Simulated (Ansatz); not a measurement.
# How far each method lies from full CI for AlN, triplet

Geometry: a point of a stretch scan, not a stationary point.

```xyz
2

Al    0.0000    0.0000    0.0000
N     0.0000    0.0000    3.3570
```

Basis cc-pVDZ; Ansatz 0.2.0. Correlated methods freeze the noble-gas cores, which leaves 8 electrons in 26 orbitals. R marks a restricted (for open shells ROHF) determinant, U an unrestricted one. Active spaces: pair = (4e, 4o) about the gap.

Full CI is exact within this basis and frozen core; it isn't the basis-set limit. The frozen core follows each run's orbitals, which can shift R against U totals by a few meV.

Unrestricted rows (U) aren't spin-pure: their determinants' ⟨S²⟩ exceeds S(S+1) by up to 0.95, so they mix in states of higher spin. Coupled cluster chose its determinant by trial CCSD, here up to 0.04 eV above the lowest Hartree–Fock solution of its kind. For open shells CISD is restricted-active-space CI with the open shells as a complete middle space.

The UHF ⟨S²⟩ is 3.017. The ⟨S²⟩ of the determinant under UCCSD is 2.946, the T1 diagnostic (RCCSD) is 0.1940 and the largest doubles amplitude (RCCSD) is 0.216. The T1 diagnostic (UCCSD) is 0.0264.

**Question.** From what is known of these methods and the diagnostics, rank them by the size of their error in total energy against full CI in cc-pVDZ, smallest first (an estimate: the text doesn't fix the numbers).
A. RCCSDT
B. CISD
C. CASSCF (pair space)
D. UCCSD(T)
E. RCCSDTQ

**Answer.** E (0.01 mEh), A (1.07 mEh), D (3.18 mEh), B (41.52 mEh), C (146.05 mEh).

All errors are against full CI in cc-pVDZ. With T1 at 0.194 and a doubles amplitude of 0.22 one determinant is a poor start. Within each family the higher level lies nearer, as is usual though not guaranteed.

The program itself flagged as in doubt: RCCSDT, RCCSDTQ.

The full-CI state has the irrep A2 of C2v, in the program's axes (one component, if the state is degenerate).

Its occupations show that no single determinant describes this state well.

Natural occupations of full CI about the gap: 1.971 1.887 1.439 0.993 0.993 0.536 0.045 0.045 0.014 0.010; effectively unpaired electrons, Σ n²(2−n)², 3.33.
